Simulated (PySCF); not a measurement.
SiH₄, SMILES [SiH4].

Coordinates come from a ωB97X-D3(BJ)/def2-TZVPD optimisation. The isomer is the one that the SMILES or the coordinates give; other isomers of the formula were not compared.

Computed with SMD-M06-2X/def2-SVP (PySCF).

Solvation free energies are E(SMD) − E(gas) at the gas-phase geometry, for 1 M in both phases. In vacuum the dipole moment is 0.00 D.

Question: Estimate the solvation free energies in water, chlorobenzene, 2-propanol. (An estimate is asked for; the answer gives what the named calculation found.)

Answer: 
```csv
solvent,ΔG(solv) (kcal/mol),its non-electrostatic (CDS) part,dipole (D)
water,2.0,2.1,0.00
chlorobenzene,-0.2,-0.1,0.00
2-propanol,-0.3,-0.2,0.00
```
